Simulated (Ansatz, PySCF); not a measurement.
Species: vinyl fluoride, C2H3F, charge 0, multiplicity 1. SMILES: C=CF
Structure (B3LYP-D3(BJ)/def2-TZVP (Ansatz, a quantum-chemistry and plane-wave program) minimum search):
```
C
C 1 1.3174
F 1 1.3475 2 122.16
H 2 1.0798 1 119.40 3 180.00
H 2 1.0810 4 119.01 1 180.00
H 1 1.0823 2 126.09 4 0.00
```

Wanted: atomisation energy, in kcal/mol. Terms: non-relativistic; 6-31G* and kin with 6d, 5d where marked; dispersion terms only where a functional's name holds one; open shells spin-unrestricted; frozen cores in correlated levels; no spin-orbit coupling; atomisation electronic, to ground-state atoms. CBS marks a two-point X^-3 extrapolation of the correlation energy; Hartree-Fock from the larger set. The bracket is a focal-point correction in the basis named. First-principles rows: single points at B3LYP-D3(BJ) geometries (Ansatz).

```csv
species,coefficient,"E at M06-2X/6-31G* (5d) (PySCF), Eh","E at B3LYP/def2-TZVPD (Ansatz), Eh"
C=CF,-1,-177.73997,-177.90707
C atom,+2,-37.82757,-37.85953
F atom,+1,-99.68153,-99.77110
H atom,+3,-0.49667,-0.50215
```

Coupled cluster (Ansatz) is a level with limits of its own, used here on species with T1 under 0.025 (0.045 for open shells) and stable references: RI-MP2/CBS(aug-cc-pVTZ,aug-cc-pVQZ)+[CCSD(T)-MP2]/aug-cc-pVTZ. Value to compare with, RI-MP2/CBS(aug-cc-pVTZ,aug-cc-pVQZ)+[CCSD(T)-MP2]/aug-cc-pVTZ (Ansatz): 572.8 kcal/mol. 1 Eh = 627.5095 kcal/mol.

Q: Work the quantity out at each level, and compare with RI-MP2/CBS(aug-cc-pVTZ,aug-cc-pVQZ)+[CCSD(T)-MP2]/aug-cc-pVTZ (Ansatz).

A: 
- M06-2X/6-31G* (5d): the sum of coefficient times E is 0.91329 Eh, or 573.10 kcal/mol. Result: 573.1 kcal/mol. Its difference against RI-MP2/CBS(aug-cc-pVTZ,aug-cc-pVQZ)+[CCSD(T)-MP2]/aug-cc-pVTZ (Ansatz) is 0.3 kcal/mol.
- B3LYP/def2-TZVPD: the sum of coefficient times E is 0.91046 Eh, or 571.32 kcal/mol. Result: 571.3 kcal/mol. Its difference against RI-MP2/CBS(aug-cc-pVTZ,aug-cc-pVQZ)+[CCSD(T)-MP2]/aug-cc-pVTZ (Ansatz) is -1.5 kcal/mol.
